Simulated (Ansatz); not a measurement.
A nudged elastic band was laid between two geometries of H4SSi + H4Si (11 atoms, charge 0, multiplicity 1).

Method: RKS BHLYP/def2-SVPD (Ansatz).

| Property | Result |
| --- | --- |
| movable images | 7 |
| climbing image | yes |
| spring | 5.0 eV/Å² |
| optimiser | quadratic models (default) |
| start path | straight line |
| force threshold | 0.05 eV/Å |
| iteration limit | 60 |
| end points | relaxed |

Initial state:

```xyz
11
Properties=species:S:1:pos:R:3
Si -0.882 -0.786 1.574
S 1.042 -0.943 2.537
H -0.826 -1.287 0.184
H -1.911 -1.540 2.320
H -1.196 0.656 1.584
H 1.069 1.002 -0.773
Si 0.529 1.236 -2.130
H 1.135 -2.279 2.451
H -0.893 1.636 -2.030
H 1.298 2.313 -2.791
H 0.634 -0.007 -2.925
```

Final state:

```xyz
11
Properties=species:S:1:pos:R:3
Si -1.733 -0.090 0.358
S 2.399 -0.175 1.793
H -2.955 -0.797 -0.100
H -1.004 -0.973 1.298
H -2.145 1.140 1.078
H 3.527 0.189 1.167
Si -0.395 0.457 -1.493
H 2.638 -1.483 1.627
H -1.229 1.110 -2.533
H 0.694 1.387 -1.116
H 0.203 -0.767 -2.079
```

Q: Which bonds break or form, and what moves?

A: Bonds broken: Si1–S2, H6–Si7. Bonds formed: Si1–Si7, S2–H6. H4SSi + H4Si becomes H2S + H6Si2.

Q: Give the energies along the band, and the barrier.

A: The forces met the threshold. The highest image is number 4 of 0 to 8, 2.99 eV above the first end and 2.51 eV above the last; the last end lies 0.49 eV above the first. Neighbouring images differ by up to 2.3 eV, so the band resolves the path poorly. Another band between the same ends (7 images) ends at a top of the same energy, where a vibrational analysis finds 1 clearly imaginary mode. The orbitals stay closed-shell, which can raise the energy where a bond breaks towards radicals; this wasn't checked here.

| image | path coordinate (Å) | energy (eV) | Si1–S2 (Å) | H6–Si7 (Å) | Si1–Si7 (Å) |
| --- | --- | --- | --- | --- | --- |
| 0 | 0.00 | 0.00 | 2.16 | 1.48 | 4.45 |
| 1 | 1.61 | 0.00 | 2.16 | 1.48 | 4.61 |
| 2 | 3.21 | 0.01 | 2.16 | 1.48 | 4.37 |
| 3 | 4.82 | 0.65 | 2.19 | 1.46 | 3.48 |
| 4 | 6.42 | 2.99 | 2.70 | 1.77 | 2.62 |
| 5 | 7.75 | 0.78 | 3.44 | 2.60 | 2.37 |
| 6 | 9.08 | 0.49 | 4.16 | 3.50 | 2.35 |
| 7 | 10.42 | 0.49 | 4.59 | 4.20 | 2.35 |
| 8 | 11.75 | 0.49 | 4.38 | 4.75 | 2.35 |

Q: What is the geometry of the highest image?

A: 
```xyz
11
Properties=species:S:1:pos:R:3
Si -0.967 -0.329 0.708
S 1.343 0.227 1.990
H -1.947 -0.450 -0.427
H -0.771 -1.708 1.172
H -1.514 0.721 1.575
H 0.565 0.263 0.290
Si 0.288 0.483 -1.445
H 1.944 -0.942 1.715
H -0.690 1.532 -1.791
H 1.676 0.965 -1.581
H 0.071 -0.761 -2.207
```

Run time: 11 min on 4 threads of Arm Neoverse N1 (shared host), peak memory 0.38 GiB.
